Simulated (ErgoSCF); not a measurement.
# C6H5 (SMILES [c]1ccccc1) at UB3LYP/6-31G(d) (spherical functions), part 2 of 2

ErgoSCF 3.8. The steps go on from the part before.

## (3) The distorted shape at the same level

Input file ergo.in:

```
set_nthreads(1)
molecule_inline
C  -0.97299353 0.88090528 -2.35714421
C  -0.02334946 -0.41752554 -0.33286959
C  0.41491583 0.98064503 1.85841903
C  -0.10878397 3.55089932 1.90985738
C  -1.07150495 4.76395232 -0.20786420
C  -1.52541716 3.40601402 -2.42114924
H  0.85307906 -4.83546900 -0.49089416
H  1.16706462 0.04978483 3.52288980
H  0.23754613 4.62156145 3.62107997
H  -1.47448904 6.77314693 -0.14913152
H  -2.27662109 4.32417525 -4.09123249
EOF
scf.convergence_threshold = 1e-06
basis = "6-31G*"
scf.output_mulliken_pop = 1
scf.max_number_of_iterations = 120
scf.use_diagonalization = 1
spin_polarization = 1
tmpdir = "."
XC.angint = 41
XC.radint = 1e-11
XC.sparse_mode = 0
run "B3LYP-G"
```

The basis set 6-31G* is read from a file made from the Basis Set Exchange's data (not shown).

Run with:

```bash
$ ergo < ergo.in
```

Standard output:

```text
INMA ERGO version 3.8
INMA C (charge=6.0) -0.972994 0.880905 -2.357144
INMA C (charge=6.0) -0.023349 -0.417526 -0.332870
INMA C (charge=6.0) 0.414916 0.980645 1.858419
INMA C (charge=6.0) -0.108784 3.550899 1.909857
INMA C (charge=6.0) -1.071505 4.763952 -0.207864
INMA C (charge=6.0) -1.525417 3.406014 -2.421149
INMA H (charge=1.0) 0.853079 -4.835469 -0.490894
INMA H (charge=1.0) 1.167065 0.049785 3.522890
INMA H (charge=1.0) 0.237546 4.621561 3.621080
INMA H (charge=1.0) -1.474489 6.773147 -0.149132
INMA H (charge=1.0) -2.276621 4.324175 -4.091232
INMA  convergence_threshold := 1e-06
INMA  basis := 6-31G*
INMA Basis really set to 6-31G*
INMA  output_mulliken_pop := 1
INMA  max_number_of_iterations := 120
INMA  use_diagonalization := 1
INMA  spin_polarization := 1
INMA  angint := 41
INMA  radint := 1e-11
INMA  sparse_mode := 0
INMA running B3LYP-G
INDF      This is a DFT calculation of type: B3LYP-G
INDF Weighted mixed functional:
INDF               HF exchange:    0.20000
INDF                     VWN3I:    0.19000
INDF                       LYP:    0.81000
INDF                     Becke:    0.72000
INDF                    Slater:    0.80000
INMA Running B3LYP-G
INSC SCF_general constructor, number of basis functions: 94
INSC Min internuclear distance:      2.04806 a.u.  =      1.08379 Angstrom
INSC Max internuclear distance:     11.84459 a.u.  =      6.26789 Angstrom
INSC Euclidean norm of overlap matrix =          5.64324004380  (acc 1.49e-08)
INSC Euclidean norm of invCholFactor after truncation =         36.14720180938
INSC Beginning of SCF cycle 1
INDF Grid for charge 6: 43 radial points, 15626 total, r=19.252821
INDF Grid for charge 1: 38 radial points, 8824 total, r=13.568937
INDF Generating Turbo grid Radint = 1e-11 AngInt: [ 6 41 ]
INDF Grid pruned from 137876 to 126269 grid points.
INDF Electrons:  41.0000127   3e-07:  U-xc energy -16.432943 (serial)
INSC nuclearEnergy, energy_2el, energy = 191.960396, 233.725627, -96.972054
INSC Energy   1 =        -96.97205387353
INSC maxabs FDS-SDF (alpha) is     1.88
INSC maxabs FDS-SDF (beta ) is     1.79
INDE E_HOMO =         -0.73535940308
INDE E_LUMO =         -0.69572754093
INDE E_HOMO =         -0.80076369554
INDE E_LUMO =         -0.72539175748
INSC <S2>_exact =   0.750, <S2> =          0.75000529206
INSC Beginning of SCF cycle 2
INDF Electrons:  41.0000006   2e-08:  U-xc energy -30.428850 (serial)
INSC nuclearEnergy, energy_2el, energy = 191.960396, 302.474673, -226.129539
INSC Energy   2 =       -226.12953865939
INSC maxabs FDS-SDF (alpha) is    0.379
INSC maxabs FDS-SDF (beta ) is    0.376
INSC using DIIS to get combined Fock matrix, number of iters used for DIIS:  2
INDE E_HOMO =          0.28802414996
INDE E_LUMO =          0.30496889042
INDE E_HOMO =          0.28608118148
INDE E_LUMO =          0.29299596244
INSC <S2>_exact =   0.750, <S2> =          0.80246649885
INSC Beginning of SCF cycle 3
INDF Electrons:  41.0000059   1e-07:  U-xc energy -25.794558 (serial)
INSC nuclearEnergy, energy_2el, energy = 191.960396, 227.689460, -224.596593
INSC Energy   3 =       -224.59659288977  ( diff      1.532945769613889 )
INSC maxabs FDS-SDF (alpha) is    0.299
INSC maxabs FDS-SDF (beta ) is    0.297
INSC restarting DIIS because energy did not improve.
INSC mixing best Fock matrix so far with next one, stepLength =   0.400000
INDE E_HOMO =         -0.27671642943
INDE E_LUMO =         -0.23021386706
INDE E_HOMO =         -0.27029297439
INDE E_LUMO =         -0.25134638897
INSC <S2>_exact =   0.750, <S2> =          0.75898150932
INSC Beginning of SCF cycle 4
INDF Electrons:  41.0000008   2e-08:  U-xc energy -28.603201 (serial)
INSC nuclearEnergy, energy_2el, energy = 191.960396, 275.524668, -230.755968
INSC Energy   4 =       -230.75596834932  ( diff     -4.626429689934923 )
INSC maxabs FDS-SDF (alpha) is    0.116
INSC maxabs FDS-SDF (beta ) is    0.116
INSC mixing best Fock matrix so far with next one, stepLength =   0.400000
INSC increased steplength by factor 1.1, stepLength =   0.440000
INDE E_HOMO =         -0.20215280215
INDE E_LUMO =         -0.11858562440
INDE E_HOMO =         -0.19621295779
INDE E_LUMO =         -0.14776846163
INSC <S2>_exact =   0.750, <S2> =          0.75457768608
INSC Beginning of SCF cycle 5
INDF Electrons:  41.0000015   4e-08:  U-xc energy -27.970500 (serial)
INSC nuclearEnergy, energy_2el, energy = 191.960396, 266.737264, -231.247004
INSC Energy   5 =       -231.24700437609  ( diff     -0.491036026761890 )
INSC maxabs FDS-SDF (alpha) is   0.0544
INSC maxabs FDS-SDF (beta ) is   0.0816
INSC mixing best Fock matrix so far with next one, stepLength =   0.440000
INSC increased steplength by factor 1.1, stepLength =   0.484000
INDE E_HOMO =         -0.19525195413
INDE E_LUMO =         -0.10827559679
INDE E_HOMO =         -0.22921248217
INDE E_LUMO =         -0.12103093394
INSC <S2>_exact =   0.750, <S2> =          0.75640328490
INSC Beginning of SCF cycle 6
INDF Electrons:  41.0000021   5e-08:  U-xc energy -27.884303 (serial)
INSC nuclearEnergy, energy_2el, energy = 191.960396, 268.951937, -231.336065
INSC Energy   6 =       -231.33606493624  ( diff     -0.089060560156952 )
INSC maxabs FDS-SDF (alpha) is   0.0653
INSC maxabs FDS-SDF (beta ) is   0.0473
INSC mixing best Fock matrix so far with next one, stepLength =   0.484000
INSC increased steplength by factor 1.1, stepLength =   0.532400
INDE E_HOMO =         -0.20809289120
INDE E_LUMO =         -0.08833766837
INDE E_HOMO =         -0.22264550361
INDE E_LUMO =         -0.11712982331
INSC <S2>_exact =   0.750, <S2> =          0.77268643486
INSC Beginning of SCF cycle 7
INDF Electrons:  41.0000023   5e-08:  U-xc energy -27.684654 (serial)
INSC nuclearEnergy, energy_2el, energy = 191.960396, 265.016699, -231.354193
INSC Energy   7 =       -231.35419313331  ( diff     -0.018128197069586 )
INSC maxabs FDS-SDF (alpha) is   0.0328
INSC maxabs FDS-SDF (beta ) is   0.0761
INSC mixing best Fock matrix so far with next one, stepLength =   0.532400
INSC increased steplength by factor 1.1, stepLength =   0.585640
INDE E_HOMO =         -0.22751945835
INDE E_LUMO =         -0.12263308998
INDE E_HOMO =         -0.26318036000
INDE E_LUMO =         -0.12718096775
INSC <S2>_exact =   0.750, <S2> =          0.79110788793
INSC Beginning of SCF cycle 8
INDF Electrons:  41.0000025   6e-08:  U-xc energy -27.777907 (serial)
INSC nuclearEnergy, energy_2el, energy = 191.960396, 268.469736, -231.354949
INSC Energy   8 =       -231.35494941568  ( diff     -0.000756282365273 )
INSC maxabs FDS-SDF (alpha) is   0.0714
INSC maxabs FDS-SDF (beta ) is   0.0487
INSC using DIIS to get combined Fock matrix, number of iters used for DIIS:  1
INDE E_HOMO =         -0.19090223768
INDE E_LUMO =         -0.04775446193
INDE E_HOMO =         -0.20828191433
INDE E_LUMO =         -0.10983656646
INSC <S2>_exact =   0.750, <S2> =          0.80376816103
INSC Beginning of SCF cycle 9
INDF Electrons:  41.0000025   6e-08:  U-xc energy -27.578173 (serial)
INSC nuclearEnergy, energy_2el, energy = 191.960396, 262.813045, -231.191289
INSC Energy   9 =       -231.19128853306  ( diff      0.163660882616284 )
INSC maxabs FDS-SDF (alpha) is   0.0762
INSC maxabs FDS-SDF (beta ) is    0.165
INSC restarting DIIS because energy did not improve.
INSC mixing best Fock matrix so far with next one, stepLength =   0.585640
INDE E_HOMO =         -0.22299217807
INDE E_LUMO =         -0.08352416899
INDE E_HOMO =         -0.23566730416
INDE E_LUMO =         -0.11911395182
INSC <S2>_exact =   0.750, <S2> =          0.82361126888
INSC Beginning of SCF cycle 10
INDF Electrons:  41.0000024   6e-08:  U-xc energy -27.641286 (serial)
INSC nuclearEnergy, energy_2el, energy = 191.960396, 264.839870, -231.349351
INSC Energy  10 =       -231.34935132200  ( diff      0.005598093676781 )
INSC maxabs FDS-SDF (alpha) is   0.0369
INSC maxabs FDS-SDF (beta ) is   0.0883
INSC restarting DIIS because energy did not improve.
INSC changing stepLength from   0.585640 to   0.292820
INSC mixing best Fock matrix so far with next one, stepLength =   0.292820
INDE E_HOMO =         -0.23237105519
INDE E_LUMO =         -0.10610964198
INDE E_HOMO =         -0.24787401862
INDE E_LUMO =         -0.12156799620
INSC <S2>_exact =   0.750, <S2> =          0.81832766695
INSC Beginning of SCF cycle 11
INDF Electrons:  41.0000024   6e-08:  U-xc energy -27.700981 (serial)
INSC nuclearEnergy, energy_2el, energy = 191.960396, 266.485160, -231.390601
INSC Energy  11 =       -231.39060111287  ( diff     -0.035651697193259 )
INSC maxabs FDS-SDF (alpha) is  0.00602
INSC maxabs FDS-SDF (beta ) is   0.0191
INSC mixing best Fock matrix so far with next one, stepLength =   0.292820
INSC increased steplength by factor 1.1, stepLength =   0.322102
INDE E_HOMO =         -0.23834144111
INDE E_LUMO =         -0.10931866816
INDE E_HOMO =         -0.25468897461
INDE E_LUMO =         -0.12161216646
INSC <S2>_exact =   0.750, <S2> =          0.84165265974
INSC Beginning of SCF cycle 12
INDF Electrons:  41.0000025   6e-08:  U-xc energy -27.705971 (serial)
INSC nuclearEnergy, energy_2el, energy = 191.960396, 266.661586, -231.392986
INSC Energy  12 =       -231.39298617058  ( diff     -0.002385057705794 )
INSC maxabs FDS-SDF (alpha) is   0.0102
INSC maxabs FDS-SDF (beta ) is   0.0102
INSC mixing best Fock matrix so far with next one, stepLength =   0.322102
INSC increased steplength by factor 1.1, stepLength =   0.354312
INDE E_HOMO =         -0.24262338832
INDE E_LUMO =         -0.10836758781
INDE E_HOMO =         -0.25801136427
INDE E_LUMO =         -0.12015291064
INSC <S2>_exact =   0.750, <S2> =          0.86842716758
INSC Beginning of SCF cycle 13
INDF Electrons:  41.0000025   6e-08:  U-xc energy -27.705885 (serial)
INSC nuclearEnergy, energy_2el, energy = 191.960396, 266.658264, -231.394685
INSC Energy  13 =       -231.39468541828  ( diff     -0.001699247706540 )
INSC maxabs FDS-SDF (alpha) is  0.00875
INSC maxabs FDS-SDF (beta ) is   0.0101
INSC mixing best Fock matrix so far with next one, stepLength =   0.354312
INSC increased steplength by factor 1.1, stepLength =   0.389743
INDE E_HOMO =         -0.24605485751
INDE E_LUMO =         -0.10703485177
INDE E_HOMO =         -0.25955748234
INDE E_LUMO =         -0.11818533901
INSC <S2>_exact =   0.750, <S2> =          0.89759615848
INSC Beginning of SCF cycle 14
INDF Electrons:  41.0000025   6e-08:  U-xc energy -27.707343 (serial)
INSC nuclearEnergy, energy_2el, energy = 191.960396, 266.672032, -231.396164
INSC Energy  14 =       -231.39616365995  ( diff     -0.001478241668394 )
INSC maxabs FDS-SDF (alpha) is  0.00778
INSC maxabs FDS-SDF (beta ) is  0.00906
INSC mixing best Fock matrix so far with next one, stepLength =   0.389743
INSC increased steplength by factor 1.1, stepLength =   0.428718
INDE E_HOMO =         -0.24864362310
INDE E_LUMO =         -0.10508490236
INDE E_HOMO =         -0.26009699608
INDE E_LUMO =         -0.11586086272
INSC <S2>_exact =   0.750, <S2> =          0.92806375584
INSC Beginning of SCF cycle 15
INDF Electrons:  41.0000025   6e-08:  U-xc energy -27.709408 (serial)
INSC nuclearEnergy, energy_2el, energy = 191.960396, 266.684607, -231.397397
INSC Energy  15 =       -231.39739675314  ( diff     -0.001233093188432 )
INSC maxabs FDS-SDF (alpha) is  0.00664
INSC maxabs FDS-SDF (beta ) is  0.00793
INSC using DIIS to get combined Fock matrix, number of iters used for DIIS:  1
INDE E_HOMO =         -0.25252756540
INDE E_LUMO =         -0.09947333127
INDE E_HOMO =         -0.26050471150
INDE E_LUMO =         -0.11015879513
INSC <S2>_exact =   0.750, <S2> =          0.99925465314
INSC Beginning of SCF cycle 16
INDF Electrons:  41.0000025   6e-08:  U-xc energy -27.715043 (serial)
INSC nuclearEnergy, energy_2el, energy = 191.960396, 266.710336, -231.399343
INSC Energy  16 =       -231.39934262080  ( diff     -0.001945867665199 )
INSC maxabs FDS-SDF (alpha) is  0.00397
INSC maxabs FDS-SDF (beta ) is  0.00502
INSC using DIIS to get combined Fock matrix, number of iters used for DIIS:  2
INDE E_HOMO =         -0.25325446914
INDE E_LUMO =         -0.08843518893
INDE E_HOMO =         -0.25857236567
INDE E_LUMO =         -0.10057845757
INSC <S2>_exact =   0.750, <S2> =          1.10725757907
INSC Beginning of SCF cycle 17
INDF Electrons:  41.0000026   6e-08:  U-xc energy -27.726029 (serial)
INSC nuclearEnergy, energy_2el, energy = 191.960396, 266.749594, -231.400388
INSC Energy  17 =       -231.40038804052  ( diff     -0.001045419715751 )
INSC maxabs FDS-SDF (alpha) is 0.000404
INSC maxabs FDS-SDF (beta ) is 0.000432
INSC using DIIS to get combined Fock matrix, number of iters used for DIIS:  3
INDE E_HOMO =         -0.25352445935
INDE E_LUMO =         -0.08835396173
INDE E_HOMO =         -0.25853401751
INDE E_LUMO =         -0.09973549895
INSC <S2>_exact =   0.750, <S2> =          1.11522487151
INSC Beginning of SCF cycle 18
INDF Electrons:  41.0000026   6e-08:  U-xc energy -27.726028 (serial)
INSC nuclearEnergy, energy_2el, energy = 191.960396, 266.750039, -231.400409
INSC Energy  18 =       -231.40040931479  ( diff     -0.000021274267908 )
INSC maxabs FDS-SDF (alpha) is 0.000265
INSC maxabs FDS-SDF (beta ) is 0.000298
INSC using DIIS to get combined Fock matrix, number of iters used for DIIS:  4
INDE E_HOMO =         -0.25397293278
INDE E_LUMO =         -0.08810452207
INDE E_HOMO =         -0.25849864518
INDE E_LUMO =         -0.09962559067
INSC <S2>_exact =   0.750, <S2> =          1.12116421463
INSC Beginning of SCF cycle 19
INDF Electrons:  41.0000026   6e-08:  U-xc energy -27.726572 (serial)
INSC nuclearEnergy, energy_2el, energy = 191.960396, 266.749305, -231.400417
INSC Energy  19 =       -231.40041739068  ( diff     -0.000008075889923 )
INSC maxabs FDS-SDF (alpha) is 0.000249
INSC maxabs FDS-SDF (beta ) is 0.000237
INSC using DIIS to get combined Fock matrix, number of iters used for DIIS:  5
INDE E_HOMO =         -0.25395958430
INDE E_LUMO =         -0.08794981720
INDE E_HOMO =         -0.25849717342
INDE E_LUMO =         -0.09937794753
INSC <S2>_exact =   0.750, <S2> =          1.12361801920
INSC Beginning of SCF cycle 20
INDF Electrons:  41.0000026   6e-08:  U-xc energy -27.726837 (serial)
INSC nuclearEnergy, energy_2el, energy = 191.960396, 266.750908, -231.400420
INSC Energy  20 =       -231.40041992562  ( diff     -0.000002534941189 )
INSC maxabs FDS-SDF (alpha) is 0.000149
INSC maxabs FDS-SDF (beta ) is  0.00011
INSC using DIIS to get combined Fock matrix, number of iters used for DIIS:  6
INDE E_HOMO =         -0.25404450954
INDE E_LUMO =         -0.08779793662
INDE E_HOMO =         -0.25851115977
INDE E_LUMO =         -0.09931568128
INSC <S2>_exact =   0.750, <S2> =          1.12468392791
INSC Beginning of SCF cycle 21
INDF Electrons:  41.0000026   6e-08:  U-xc energy -27.726864 (serial)
INSC nuclearEnergy, energy_2el, energy = 191.960396, 266.751117, -231.400421
INSC Energy  21 =       -231.40042066673  ( diff     -0.000000741111023 )
INSC maxabs FDS-SDF (alpha) is 6.42e-05
INSC maxabs FDS-SDF (beta ) is 7.43e-05
INSC using DIIS to get combined Fock matrix, number of iters used for DIIS:  7
INDE E_HOMO =         -0.25403996106
INDE E_LUMO =         -0.08783179294
INDE E_HOMO =         -0.25850799241
INDE E_LUMO =         -0.09929519375
INSC <S2>_exact =   0.750, <S2> =          1.12485287720
INSC Beginning of SCF cycle 22
INDF Electrons:  41.0000026   6e-08:  U-xc energy -27.726841 (serial)
INSC nuclearEnergy, energy_2el, energy = 191.960396, 266.750701, -231.400421
INSC Energy  22 =       -231.40042082000  ( diff     -0.000000153270435 )
INSC maxabs FDS-SDF (alpha) is 3.14e-05
INSC maxabs FDS-SDF (beta ) is    3e-05
INSC using DIIS to get combined Fock matrix, number of iters used for DIIS:  8
INDE E_HOMO =         -0.25402043006
INDE E_LUMO =         -0.08780858219
INDE E_HOMO =         -0.25850729212
INDE E_LUMO =         -0.09929862578
INSC <S2>_exact =   0.750, <S2> =          1.12484647772
INSC Beginning of SCF cycle 23
INDF Electrons:  41.0000026   6e-08:  U-xc energy -27.726841 (serial)
INSC nuclearEnergy, energy_2el, energy = 191.960396, 266.750456, -231.400421
INSC Energy  23 =       -231.40042086386  ( diff     -0.000000043861235 )
INSC maxabs FDS-SDF (alpha) is 2.06e-05
INSC maxabs FDS-SDF (beta ) is 2.37e-05
INSC using DIIS to get combined Fock matrix, number of iters used for DIIS:  9
INDE E_HOMO =         -0.25403193382
INDE E_LUMO =         -0.08783414772
INDE E_HOMO =         -0.25851115061
INDE E_LUMO =         -0.09931745571
INSC <S2>_exact =   0.750, <S2> =          1.12480236173
INSC Beginning of SCF cycle 24
INDF Electrons:  41.0000026   6e-08:  U-xc energy -27.726856 (serial)
INSC nuclearEnergy, energy_2el, energy = 191.960396, 266.750724, -231.400421
INSC Energy  24 =       -231.40042087743  ( diff     -0.000000013565966 )
INSC maxabs FDS-SDF (alpha) is 8.71e-06
INSC maxabs FDS-SDF (beta ) is 9.85e-06
INSC using DIIS to get combined Fock matrix, number of iters used for DIIS: 10
INDE E_HOMO =         -0.25402572741
INDE E_LUMO =         -0.08783303245
INDE E_HOMO =         -0.25851409308
INDE E_LUMO =         -0.09931433208
INSC <S2>_exact =   0.750, <S2> =          1.12477319903
INSC Beginning of SCF cycle 25
INDF Electrons:  41.0000026   6e-08:  U-xc energy -27.726857 (serial)
INSC nuclearEnergy, energy_2el, energy = 191.960396, 266.750796, -231.400421
INSC Energy  25 =       -231.40042088172  ( diff     -0.000000004293270 )
INSC maxabs FDS-SDF (alpha) is 2.81e-06
INSC maxabs FDS-SDF (beta ) is  3.7e-06
INSC using DIIS to get combined Fock matrix, number of iters used for DIIS: 10
INDE E_HOMO =         -0.25402507378
INDE E_LUMO =         -0.08783266954
INDE E_HOMO =         -0.25851328526
INDE E_LUMO =         -0.09931478743
INSC <S2>_exact =   0.750, <S2> =          1.12476659054
INSC Beginning of SCF cycle 26
INDF Electrons:  41.0000026   6e-08:  U-xc energy -27.726851 (serial)
INSC nuclearEnergy, energy_2el, energy = 191.960396, 266.750692, -231.400421
INSC Energy  26 =       -231.40042088083  ( diff      0.000000000888633 )
INSC maxabs FDS-SDF (alpha) is 1.63e-06
INSC maxabs FDS-SDF (beta ) is 1.08e-06
INSC restarting DIIS because energy did not improve.
INSC mixing best Fock matrix so far with next one, stepLength =   0.428718
INDE E_HOMO =         -0.25402616006
INDE E_LUMO =         -0.08783292939
INDE E_HOMO =         -0.25851331746
INDE E_LUMO =         -0.09931515475
INSC <S2>_exact =   0.750, <S2> =          1.12477142507
INSC Beginning of SCF cycle 27
INDF Electrons:  41.0000026   6e-08:  U-xc energy -27.726853 (serial)
INSC nuclearEnergy, energy_2el, energy = 191.960396, 266.750716, -231.400421
INSC Energy  27 =       -231.40042088151  ( diff      0.000000000213618 )
INSC maxabs FDS-SDF (alpha) is  9.4e-07
INSC maxabs FDS-SDF (beta ) is    8e-07
RESC CONVERGED after  27 iterations.
RESC FINAL ENERGY:       -231.40042088151
RESC FINAL <S2> =          1.12477142507
TISC Main SCF loop took    203.14 usr cpu s       0.20 sys cpu s     203.72 wall s
INSC SCF: dipole_moment_x [atomic units] =      -0.05709633
INSC SCF: dipole_moment_y [atomic units] =       0.61252530
INSC SCF: dipole_moment_z [atomic units] =       0.21476300
INSC Sum of Mulliken charges (electrons):      41.0000000
INSC Mulliken charge of atom 0 =      -0.0071534
INSC Mulliken charge of atom 1 =      -0.0065862
INSC Mulliken charge of atom 2 =      -0.1626724
INSC Mulliken charge of atom 3 =      -0.1088389
INSC Mulliken charge of atom 4 =      -0.1278374
INSC Mulliken charge of atom 5 =      -0.1447338
INSC Mulliken charge of atom 6 =      -0.0181681
INSC Mulliken charge of atom 7 =       0.1431653
INSC Mulliken charge of atom 8 =       0.1428847
INSC Mulliken charge of atom 9 =       0.1431131
INSC Mulliken charge of atom 10 =       0.1468273
INSC Sum of Mulliken atomic charges:      -0.0000000
INSC Mulliken spin density of atom 0 =       0.8121121
INSC Mulliken spin density of atom 1 =      -0.6675189
INSC Mulliken spin density of atom 2 =       0.0745935
INSC Mulliken spin density of atom 3 =      -0.0681264
INSC Mulliken spin density of atom 4 =       0.0799442
INSC Mulliken spin density of atom 5 =      -0.0905777
INSC Mulliken spin density of atom 6 =       0.8411854
INSC Mulliken spin density of atom 7 =       0.0027607
INSC Mulliken spin density of atom 8 =      -0.0046804
INSC Mulliken spin density of atom 9 =       0.0055654
INSC Mulliken spin density of atom 10 =       0.0147421
INSC Sum of Mulliken atomic spin densities:       1.0000000
```

Wall time 3.4 min (1 thread of Intel Xeon 6975P-C (Granite Rapids), shared host); peak memory 0.49 GiB.

## (4) Results

The summary covers parts 1 to 2.

Level: UB3LYP/6-31G* (spherical functions).

| quantity | value |
| --- | --- |
| first shape: total energy | -231.55574 Eh |
| first shape: dipole moment | 0.77 D |
| first shape: ⟨S²⟩ | 0.757 |
| distorted shape: total energy | -231.40042 Eh |
| distorted shape: dipole moment | 1.66 D |
| distorted shape: ⟨S²⟩ | 1.125 |
| energy change with the C2–H7 bond stretched from 1.084 to 2.385 Å | 4.226 eV |

With the C2–H7 bond stretched from 1.084 to 2.385 Å the energy rises by 4.23 eV (408 kJ/mol). The first shape isn't relaxed at this level, so the change isn't measured from a minimum. ⟨S²⟩ (distorted shape) is 1.12 where a pure doublet has 0.75: the reference is spin-contaminated.
